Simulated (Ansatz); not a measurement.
Relaxing Si3Sb2

The calculation used DFT PBE, scalar-relativistic, plane waves, PAW (Ansatz). Cutoff 420 eV, Γ-centred k mesh, Gaussian smearing, no spin polarisation in the final step.

Si3Sb2 was placed on the anti-tetradymite structure type (R-3m, No. 166), with Sb in place of Bi, Si in place of Te, at a guessed volume.

```yaml
crystal:
  lattice:
    - [1.85096, 1.06865, 8.58015]
    - [-1.85096, 1.06865, 8.58015]
    - [0.00000, -2.13731, 8.58015]
  atoms:
    - { symbol: Si, position: [0.00000, 0.00000, 0.00000] }
    - { symbol: Si, position: [0.20950, 0.20950, 0.20950] }
    - { symbol: Si, position: [0.79050, 0.79050, 0.79050] }
    - { symbol: Sb, position: [0.40000, 0.40000, 0.40000] }
    - { symbol: Sb, position: [0.60000, 0.60000, 0.60000] }
```

Steps on the 6×6×6 mesh (5 atoms). 9 of 9 steps are shown, and the free energy counts from the last. Trial steps that were taken back and renewals of the plane-wave basis can be among the rows.

```tsv
step	ΔF (meV/atom)	V (Å³/atom)	P (GPa)	largest force component (eV/Å)
1	282.4	20.37	9.92	1.657
2	119.5	22.09	-0.78	0.765
3	60.0	21.19	0.44	0.661
4	35.7	20.58	2.50	0.881
5	12.7	20.92	1.00	0.224
6	3.4	21.15	0.76	0.031
7	2.6	21.48	0.03	0.059
8	0.3	21.46	-0.03	0.021
9	0.0	21.46	-0.02	0.021
```

A final relaxation ran on a 12×12×12 mesh. The relaxed crystal, R-3m (No. 166):

```cif
data_structure
_symmetry_space_group_name_H-M 'R-3m:H'
_symmetry_Int_Tables_number 166
_cell_length_a 3.8899
_cell_length_b 3.8899
_cell_length_c 24.4583
_cell_angle_alpha 90.000
_cell_angle_beta 90.000
_cell_angle_gamma 120.000
_cell_volume 320.50
loop_
_atom_site_label
_atom_site_type_symbol
_atom_site_symmetry_multiplicity
_atom_site_Wyckoff_symbol
_atom_site_fract_x
_atom_site_fract_y
_atom_site_fract_z
_atom_site_occupancy
Si1 Si 3 a 0.00000 0.00000 0.00000 1
Si2 Si 6 c 0.33333 0.66667 0.85362 1
Sb1 Sb 6 c 0.66667 0.33333 0.73308 1
```

For Si3Sb2, the volume per atom is 21.37 Å³. The density is 5.09 g/cm³ and the energy over the elements is 0.29 eV/atom. The gap on the 12×12×12 mesh is 0 eV (a metal).

The zero of energy is the elements' standard structures at the same level; no fitted shifts are applied.

The final run used a 12×12×12 mesh on its 5-atom cell and 0.10 eV smearing. The k mesh leaves about 4 meV/atom of noise in metals. Spin–orbit coupling is left out.

A structure relaxed within its symmetry needn't be a true minimum.

Cost: 3 runs of about 4.1 core-minutes in all, on Arm Neoverse V1 (shared hosts).